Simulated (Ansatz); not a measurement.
A nudged elastic band was laid between two geometries of C3H4FNS (10 atoms, charge 0, multiplicity 1).

All numbers below come from Ansatz, RHF/def2-SVP.

| Item | Value |
| --- | --- |
| movable images | 5 |
| climbing image | yes |
| spring | 5.0 eV/Å² |
| optimiser | quadratic models (default) |
| start path | IDPP |
| force threshold | 0.05 eV/Å |
| iteration limit | 60 |
| end points | relaxed |

First end point:

```xyz
10
Properties=species:S:1:pos:R:3
C -0.062 -1.594 1.209
N -0.628 -0.910 0.063
C -0.128 0.034 -0.484
C 0.363 1.083 -1.098
F 1.180 0.919 -2.140
S 0.044 2.722 -0.568
H 0.089 -2.639 0.945
H -0.783 -1.556 2.023
H 0.884 -1.160 1.537
H -0.875 3.050 -1.483
```

Last end point:

```xyz
10
Properties=species:S:1:pos:R:3
C -0.015 -1.483 1.261
N -0.640 -1.031 0.034
C -0.274 -0.087 -0.611
C 0.055 0.944 -1.350
F 0.941 0.794 -2.337
S -0.691 2.518 -1.162
H 0.302 -2.515 1.125
H -0.762 -1.465 2.053
H 0.841 -0.873 1.552
H 0.327 3.147 -0.562
```

Problem. Which bonds break or form, and what moves?

Solution. No bond is made or broken. The dihedral F5–C4–S6–H10 goes from 80 to -78°.

Problem. Give the energies along the band, and the barrier.

Solution. The run converged. The highest image is number 3 of 0 to 6, 0.252 eV above the first end and 0.242 eV above the last; the last end lies 0.010 eV above the first. A vibrational analysis at the climbing image gives one clearly imaginary mode, 352i cm⁻¹: a first-order saddle point.

| image | path coordinate (Å) | energy (eV) | dihedral F5–C4–S6–H10 (°) |
| --- | --- | --- | --- |
| 0 | 0.00 | 0.000 | 80 |
| 1 | 0.49 | 0.039 | 61 |
| 2 | 0.98 | 0.159 | 34 |
| 3 | 1.47 | 0.252 | 1 |
| 4 | 1.97 | 0.158 | -33 |
| 5 | 2.46 | 0.043 | -61 |
| 6 | 2.95 | 0.010 | -78 |

Problem. What is the geometry of the highest image?

Solution. 
```xyz
10
Properties=species:S:1:pos:R:3
C 0.202 -1.543 1.322
N -0.590 -1.085 0.196
C -0.317 -0.090 -0.433
C -0.096 0.987 -1.135
F 0.680 0.941 -2.215
S -0.764 2.593 -0.763
H 0.561 -2.547 1.103
H -0.447 -1.607 2.194
H 1.049 -0.891 1.542
H -0.194 3.190 -1.808
```

Problem. What are the harmonic wavenumbers there?

Solution. 352i, 121, 158, 172, 283, 374, 438, 563, 631, 738, 998, 1055, 1218, 1239, 1275, 1536, 1571, 1591, 1604, 2332, 2895, 3185, 3286, 3299 cm⁻¹.

Time of the run: 54 s on 2 threads of Intel(R) Xeon(R) Platinum 8488C (Sapphire Rapids) (shared host), peak memory 0.24 GiB.
